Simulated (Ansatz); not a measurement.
# NH2 (SMILES [NH2]): levels of theory compared

Wanted: a comparison of 6 runs (UHSE06/3-21G, UPBE0/3-21G, U-r2SCAN0/6-31G*, U-revPBE/6-31G*, USVWN5/6-31G*, UMP2/3-21G) of NH2. 

Program for the calculation: Ansatz 0.2.0.

48 further runs of the same task are left out: 48 set aside as unsound or not needed.

**1. The molecule**

The species is NH2 (3 atoms), meant as a doublet with charge 0. SMILES: `[NH2]`. The H2–N1 distance was set to 1.521 Å, away from the relaxed value. At this shape a bond of the SMILES string is far longer than usual.

Bond lengths: N1–H3 1.014 Å. A long bond or contact: N1–H2 1.521 Å.

**2. The energy at UHSE06/3-21G (run 1)**

run.yaml

```yaml
crystal:
  periodic: [false, false, false]
  atoms:
    - {symbol: "N", position_ang: [0.382979, -0.683440, 0.139765]}
    - {symbol: H, position_ang: [0.155580, 0.820260, 0.174790]}
    - {symbol: H, position_ang: [-0.386961, -1.139270, -0.337895]}
basis:
  gaussian:
    orbitals: 3-21G.json
magnetization:
  spin_polarized: true
  initial_magnetization: 1
hamiltonian:
  xc: hse06
accuracy: high
```

The basis set 3-21G is read from a file made from the Basis Set Exchange's data (not shown).

Launch:

```console
$ ansatz run run.yaml --threads 1 --pin off --max-ram 2610MiB --events-out events.jsonl --progress --plain --runs-dir runs
```

What it wrote:

```text
Warning: RAYON_NUM_THREADS=1 ignored (pool sized by the plan → 1); use --threads N
Functional definition: HSE06
  name "HSE06"
  parameter a = 0.25
  parameter omega = 0.11/bohr
  exchange = pbe_x - a*pbe_x_sr(omega) + a*exact_x_sr(omega)
  correlation = pbe_c
248 factors; integrals over basis functions are off by at most 7.4e-9 eV
50 factors; integrals over basis functions are off by at most 1.6e-9 eV
mean field evaluation 1: about -1506.4857 eV, gradient 1.7e1 eV
mean field evaluation 2: about -1503.9710 eV, gradient 2.6e1 eV
mean field evaluation 4: about -1508.0221 eV, gradient 5.0e-1 eV
mean field evaluation 8: about -1508.0239 eV, gradient 2.3e-2 eV
mean field evaluation 16: about -1508.0240 eV, gradient 8.1e-6 eV
mean field -1508.02396601 eV, -55.4188585755 hartree, gradient 6.0e-8 eV, S^2 0.776987; 0 other end points of the search recorded, 0 dependent functions left out
reference -1508.02396720 eV, -55.4188586191 hartree; 5, 4 occupied and 8, 9 virtual orbitals, 248 factors
Total energy: -1508.02396720 eV, -55.4188586191 hartree
```

Wall time 1 s (1 thread of Arm Neoverse V1, shared host).

**3. A single-point energy at UPBE0/3-21G (run 2)**

input.yaml

```yaml
crystal:
  periodic: [false, false, false]
  atoms:
    - {symbol: "N", position_ang: [0.382979, -0.683440, 0.139765]}
    - {symbol: H, position_ang: [0.155580, 0.820260, 0.174790]}
    - {symbol: H, position_ang: [-0.386961, -1.139270, -0.337895]}
basis:
  gaussian: {orbitals: 3-21G.json}
total_charge: 0
magnetization: {spin_polarized: true, initial_magnetization: 1}
hamiltonian: {xc: {name: PBE0}}
accuracy: high
```

The basis set 3-21G is read from a file made from the Basis Set Exchange's data (not shown).

Launch:

```console
$ ansatz run input.yaml --threads 1 --pin off --max-ram 2610MiB --events-out events.jsonl --progress --plain --runs-dir runs
```

What it wrote:

```text
Warning: RAYON_NUM_THREADS=1 ignored (pool sized by the plan → 1); use --threads N
Functional definition: PBE0
  name "PBE0"
[... 1 set-up line as earlier in the session ...]
  parameter kappa = 0.804
  parameter beta = 0.06672455060314922
  exchange = (1 - a)*pbe_x(kappa = kappa, mu = beta*pi^2/3) + a*exact_x
  correlation = pbe_c(beta = beta)
248 factors; integrals over basis functions are off by at most 7.4e-9 eV
mean field evaluation 1: about -1506.6487 eV, gradient 1.7e1 eV
mean field evaluation 2: about -1505.0306 eV, gradient 2.4e1 eV
mean field evaluation 4: about -1508.0995 eV, gradient 3.9e-1 eV
mean field evaluation 8: about -1508.1013 eV, gradient 2.7e-2 eV
mean field evaluation 16: about -1508.1013 eV, gradient 9.4e-6 eV
mean field -1508.10134446 eV, -55.4217021812 hartree, gradient 7.9e-8 eV, S^2 0.777383; 0 other end points of the search recorded, 0 dependent functions left out
reference -1508.10134535 eV, -55.4217022139 hartree; 5, 4 occupied and 8, 9 virtual orbitals, 248 factors
Total energy: -1508.10134535 eV, -55.4217022139 hartree
```

Run time: 0.68 s. Hardware: 1 thread of Arm Neoverse V1, shared host.

Runs 3 to 5 aren't shown in full; the table further down has their settings and results.

**4. The energy at UMP2/3-21G (run 6)**

in.yaml

```yaml
crystal:
  periodic: [false, false, false]
  atoms:
    - {symbol: "N", position_ang: [0.382979, -0.683440, 0.139765]}
    - {symbol: H, position_ang: [0.155580, 0.820260, 0.174790]}
    - {symbol: H, position_ang: [-0.386961, -1.139270, -0.337895]}
basis:
  gaussian:
    orbitals: 3-21G.json
magnetization:
  spin_polarized: true
  initial_magnetization: 1
correlation:
  method: mp2
  frozen_orbitals: {H: 0, "N": 1}
accuracy: high
```

The basis set 3-21G is read from a file made from the Basis Set Exchange's data (not shown).

Launch:

```console
$ ansatz run in.yaml --threads 1 --pin off --max-ram 2610MiB --events-out events.jsonl --progress --plain --runs-dir runs
```

What it wrote:

```text
Warning: RAYON_NUM_THREADS=1 ignored (pool sized by the plan → 1); use --threads N
Functional definition: HF
  name "HF"
  exchange = exact_x
  correlation = 0
248 factors; integrals over basis functions are off by at most 7.4e-9 eV
mean field evaluation 1: about -1500.5372 eV, gradient 9.0e0 eV
mean field evaluation 2: about -1500.5364 eV, gradient 9.0e0 eV
mean field evaluation 4: about -1501.1107 eV, gradient 1.4e0 eV
mean field evaluation 8: about -1500.9506 eV, gradient 6.5e-1 eV
mean field evaluation 16: about -1501.4373 eV, gradient 6.2e-8 eV
mean field evaluation 32: about -1501.4373 eV, gradient 7.6e-5 eV
mean field -1501.43729093 eV, -55.1768027311 hartree, gradient 1.9e-8 eV, S^2 1.153269; 1 other end points of the search recorded, 0 dependent functions left out
1 core orbitals not correlated: weight in the atoms' cores, before any rotation towards them, 1.000 or more for the frozen orbitals, at most 0.000 for the correlated occupied ones
reference -1501.43729093 eV, -55.1768027311 hartree; 4, 3 occupied and 8, 9 virtual orbitals, 248 factors
second order -1.99368253 eV of doubles, -0.00000000 eV of singles
Total energy: -1503.43097346 eV, -55.2500692126 hartree
```

It took 0.1 s on 1 thread of Arm Neoverse V1, shared host.

**5. Overview of the runs**

```
run                                   level  frozen core orbitals  energy (Eh)   ⟨S²⟩  wall time
  1                            UHSE06/3-21G                     –   -55.418859  0.777        1 s
  2                             UPBE0/3-21G                     –   -55.421702  0.777     0.68 s
  3  U-r2SCAN0/6-31G* (spherical functions)                     –   -55.751921  0.800        2 s
  4   U-revPBE/6-31G* (spherical functions)                     –   -55.784533  0.762      0.7 s
  5     USVWN5/6-31G* (spherical functions)                     –   -55.311039  0.762     0.44 s
  6                              UMP2/3-21G                     1   -55.250069  1.153      0.1 s
```

**6. Summary of results**

| quantity | value |
| --- | --- |
| run 6: total energy | -55.25007 Eh |
| run 6: correlation energy (1 core orbital frozen) | -73.3 mEh |
| run 6: ⟨S²⟩ of the reference determinant | 1.153 |

**Reading.** Totals of different functionals can't be ranked against each other. Spin contamination of the reference: run 6 ⟨S²⟩ = 1.15. All runs together took 5 s, the longest 2 s.
